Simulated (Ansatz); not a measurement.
# A basis-limit estimate, worked out

An elementary step of SiNH₇O, singlet (SiNH₅ ([NH2][SiH3]) + H₂O → SiNH₅O ([NH2][SiH2][OH]) + H₂; Si–H, H–O broken or loosened, Si–O, H–H formed or tightened). “Start” and “end” are the PBE0-D4/def2-TZVP structures reached by relaxing down either side of its saddle point, with the molecules still in contact.

Computed with Ansatz 0.2.0 (basis: def2-TZVPP and def2-QZVPP); correlated methods freeze the cores.

Energies in eV:

| quantity | end | start |
| --- | --- | --- |
| Hartree–Fock, triple zeta (X = 3) | -11495.29357 | -11494.43424 |
| Hartree–Fock, quadruple zeta (X = 4) | -11495.75371 | -11494.87984 |
| MP2 correlation, X = 3 | -16.84045 | -16.77717 |
| MP2 correlation, X = 4 | -18.12269 | -18.05535 |
| CCSD(T) correlation, X = 3 | -18.31703 | -18.32138 |

**Question.** Work out the step energy at the basis limit: extrapolate Hartree–Fock as E(X) = E∞ + A exp(−7.88 √X) and the MP2 correlation as E(X) = E∞ + B X^−2.97 (the exponents that Neese and Valeev fitted for def2-TZVPP and QZVPP), then add CCSD(T) − MP2 in triple zeta.

**Answer.** Each step is linear, so take the differences first (end − start): Hartree–Fock -0.85933 (X = 3) and -0.87387 (X = 4); MP2 correlation -0.06328 and -0.06734; CCSD(T) correlation 0.00435.
Two points give E∞ = E(4) + w [E(4) − E(3)], with w = 1/(exp(7.88 (2 − √3)) − 1) = 0.1377 for Hartree–Fock and w = 1/((4/3)^2.97 − 1) = 0.7407 for the correlation.
Hartree–Fock: -0.87387 + 0.1377 × (-0.01454) = -0.8759 eV.
MP2 correlation: -0.06734 + 0.7407 × (-0.00406) = -0.0703 eV.
CCSD(T) − MP2: 0.00435 − (-0.06328) = 0.0676 eV.
Sum: -0.8759 + (-0.0703) + 0.0676 = -0.8786 eV, or -20.26 kcal/mol. Plain CCSD(T) in triple zeta gives -0.8550 eV, so the larger basis shifts the result by -0.0236 eV.

No T1 diagnostic of these runs exceeds 0.012.

Labels in which every atom is bracketed show which atoms are joined, not bond orders.

For scale, one of the runs: CCSD(T)/def2-TZVPP, 202 basis functions, launched by `ansatz run in.yaml --threads 2 --pin off --events-out ev --progress --plain --max-ram 4352MiB`. The run took 62 s on 2 CPU threads of an Arm Neoverse V2 (shared host), with 2.5 GiB of host memory at its peak.
